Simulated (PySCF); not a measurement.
Series: cyclo[n]carbon rings. Gas-phase values, no solvent. Each species was relaxed from one start; no search for lower structures was made at this level. Strings in code marks are SMILES. All members: neutral, multiplicity 1. Level: PBE0-D3(BJ)/def2-SVP // CAM-B3LYP-D3(BJ)/def2-SVP (PySCF). 

| species | n (atoms other than H) | 1/n | HOMO–LUMO gap (eV) |
|---|---|---|---|
| cyclo[28]carbon `C1#CC#CC#CC#CC#CC#CC#CC#CC#CC#CC#CC#CC#CC#C1` | 28 | 0.0357 | 2.55 |
| cyclo[26]carbon `c1c#cc#cc#cc#cc#cc#cc#cc#cc#cc#cc#cc#cc#1` | 26 | 0.0385 | 3.25 |
| cyclo[24]carbon `C1#CC#CC#CC#CC#CC#CC#CC#CC#CC#CC#CC#C1` | 24 | 0.0417 | 2.58 |
| cyclo[22]carbon `c1c#cc#cc#cc#cc#cc#cc#cc#cc#cc#cc#1` | 22 | 0.0455 | 3.47 |
| cyclo[20]carbon `C1#CC#CC#CC#CC#CC#CC#CC#CC#CC#C1` | 20 | 0.0500 | withheld |
| cyclo[18]carbon `c1c#cc#cc#cc#cc#cc#cc#cc#cc#1` | 18 | 0.0556 | 3.78 |
| cyclo[10]carbon `c1c#cc#cc#cc#cc#1` | 10 | 0.1000 | 5.67 |

### Question
Fit HOMO–LUMO gap = a + b·x to the 6 complete rows by least squares, with x = 1/n. Give a, b and the rms residual, and predict the withheld value.

### Answer
Means of the 6 rows: x̄ = 0.052833, ȳ = 3.55 eV. Σ(x − x̄)² = 0.0029091 and Σ(x − x̄)(y − ȳ) = 0.13345, so b = 45.873 and a = ȳ − b·x̄ = 1.126 eV. The rms residual is 0.278 eV. At x = 0.05 the line gives 3.42 eV. The run for cyclo[20]carbon `C1#CC#CC#CC#CC#CC#CC#CC#CC#CC#C1` gave 2.64 eV, so the line is off by 0.78 eV, more than twice the rms residual.

Codes: PySCF.
